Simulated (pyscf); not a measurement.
Four-centre exchange: F–SiH₂–O–SiH₃ + ammonia (NH₃) -> H₂N–SiH₂–O–SiH₂–F + hydrogen (H₂)

Gas phase, singlet surface, charge 0. Bonds broken: Si4–H7, N10–H11. Bonds formed: Si4–N10, H7–H11. Single points on ωB97X-D3(BJ)/def2-SVP structures (PySCF, gas phase).

Transition state (Å):

```xyz
13

F     -0.0534    -0.7909     1.8444
Si    -1.1006    -1.4392     0.7577
O     -1.8571    -0.1610     0.0382
Si    -1.1185     1.1987    -0.5995
H     -0.3535    -2.3344    -0.1480
H     -2.1219    -2.1766     1.5385
H      0.4316     0.0310    -0.8407
H     -0.8899     1.4258    -2.0465
H     -2.1397     2.2427    -0.2433
N      0.3078     1.7979     0.4616
H      0.8129     0.9198    -0.1726
H      0.5771     2.7841     0.4658
H      0.2404     1.4348     1.4163
```

One imaginary mode, 1369i cm⁻¹; descent along it reached the two sides named, in the forms told below.

```tsv
bond	change	reactant side (Å)	saddle	product side
Si4–H7	breaks	1.491	1.956	4.2
N10–H11	breaks	1.021	1.195	2.7
Si4–N10	forms	2.489	1.876	1.723
H7–H11	forms	2.8	1.175	0.761
```

Electronic energies relative to the separated reactants (kcal/mol):

```json
[
 {"level": "ωB97X-D3(BJ)/def2-TZVP", "barrier": "35.9", "reaction energy": "-12.9", "reverse barrier": "48.8"},
 {"level": "PBE/def2-TZVP", "barrier": "32.8", "reaction energy": "-10.5", "reverse barrier": "43.3"},
 {"level": "r²SCAN/def2-TZVP", "barrier": "33.7", "reaction energy": "-12.7", "reverse barrier": "46.4"},
 {"level": "B3LYP-D3(BJ)/def2-TZVP", "barrier": "37.2", "reaction energy": "-11.9", "reverse barrier": "49.0"},
 {"level": "PBE0-D3(BJ)/def2-TZVP", "barrier": "33.2", "reaction energy": "-11.4", "reverse barrier": "44.6"},
 {"level": "M06-2X/def2-TZVP", "barrier": "36.7", "reaction energy": "-14.6", "reverse barrier": "51.3"},
 {"level": "ωB97M-D3(BJ)/def2-TZVP", "barrier": "36.0", "reaction energy": "-12.1", "reverse barrier": "48.2"},
 {"level": "HF/def2-TZVP", "barrier": "58.7", "reaction energy": "-7.3", "reverse barrier": "66.0"}
]
```

With ωB97M-D3(BJ)/def2-TZVP energies and thermal terms (ideal gas, 1 atm, RRHO with modes under 100 cm⁻¹ raised to 100, one conformer, R ln 2 for chiral ones without a mode under 150 cm⁻¹), in kcal/mol:

```csv
T (K),ΔH‡,ΔG‡,ΔH,ΔG
298,34.1,46.4,-15.2,-12.6
600,34.3,58.9,-13.8,-10.5
900,35.1,71.0,-12.7,-9.2
1200,36.0,82.9,-11.9,-8.1
```

On the reactant side the descent ends in a complex (not fully relaxed), 7.1 kcal/mol under the separated species and 43.0 kcal/mol under the saddle at ωB97X-D3(BJ)/def2-TZVP. At the saddle there is also a short H–Si contact that neither side keeps. This is the saddle that the search found; another between the same sides may lie lower.
